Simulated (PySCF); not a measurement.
Species: C3H7P.
Numbering: `[CH2:1]1[CH2:2][PH:3][CH2:4]1` (hydrogens: H5, H6 on C1; H7, H8 on C2; H9 on P3; H10, H11 on C4)

Geometry (GFN2-xTB, Å), atoms numbered from 1 in this order:
```xyz
11
C3H7P angstrom
C      0.0331   -0.6130    0.5853
C      1.1505    0.1022   -0.1849
P     -0.0806    1.2643   -1.0001
C     -1.1101   -0.1577   -0.3307
H     -0.0794   -0.1941    1.5860
H      0.1516   -1.6941    0.6761
H      1.6033   -0.5430   -0.9395
H      1.9405    0.5625    0.4058
H     -0.2455    2.0499    0.1542
H     -2.0518    0.1035    0.1485
H     -1.3061   -0.8778   -1.1267
```

Method: TDDFT PBE0/def2-SVPD, vertical, gas phase, core orbitals frozen in the response (PySCF).

```
state  E (eV)  λ (nm)  ν̃ (cm⁻¹)       f  |μ| (D)  symmetry  main configurations (H = HOMO, L = LUMO)
   S1    5.75   215.5      46410   0.044     1.43        A″                                 H→L (98%)
   S2    6.11   202.9      49280   0.027     1.07        A′                               H→L+1 (97%)
   S3    6.98   177.5      56330   0.029     1.05        A′                  H→L+2 (81%), H→L+3 (12%)
   S4    7.13   174.0      57480   0.061     1.50        A′                  H→L+3 (83%), H→L+2 (12%)
   S5    7.45   166.4      60090   0.011     0.64        A′                  H→L+4 (79%), H-1→L (15%)
   S6    7.72   160.6      62270  0.0000     0.04         –                               H-2→L (87%)
   S7    7.82   158.6      63070   0.014     0.69        A″                H-1→L+1 (65%), H→L+5 (28%)
   S8    7.85   158.0      63300   0.127     2.06        A′                  H-1→L (77%), H→L+4 (14%)
```

Triplets (Tamm–Dancoff): T1 4.64 eV, H→L (92%); T2 5.28 eV, H→L+1 (74%), H→L+4 (11%), H→L+3 (9%); T3 6.50 eV, H→L+3 (32%), H→L+2 (30%), H→L+4 (14%).

The lowest singlet comes at 215 nm (555 kJ/mol) in the ultraviolet; it is of moderate strength; its leading configuration is HOMO→LUMO (98%). The strongest level in the table is S8 at 7.85 eV (158 nm, f = 0.127). It is the last of those listed, so stronger ones may follow. Löwdin shares by element: HOMO phosphorus 59%, carbon 29%; LUMO phosphorus 40%, carbon 28% or more, hydrogen 9% or more (atoms not listed hold the other 24%). Weighted by f, the mean energy of these states is 7.17 eV. Of the 8 states listed, 7 reach f = 0.01 and 1 stays under 0.0005. The oscillator strengths of these states sum to 0.314; summed over the whole spectrum of an exact calculation they would give the number of electrons, 40 (Thomas–Reiche–Kuhn). No computed singlet lies in the visible range (380 to 750 nm); the lowest, at 215 nm, stands 2.49 eV above its violet end (3.26 eV). Symmetry labels in Cs follow from the direction of the transition dipole and are given only for states with f of 0.002 or more. The window holds the lowest 8 singlets.

Time: 12 s of wall time (with the writing of density and orbital grids); peak memory 0.55 GiB. Hardware: one thread, Arm Neoverse V1 (aarch64) (shared host).
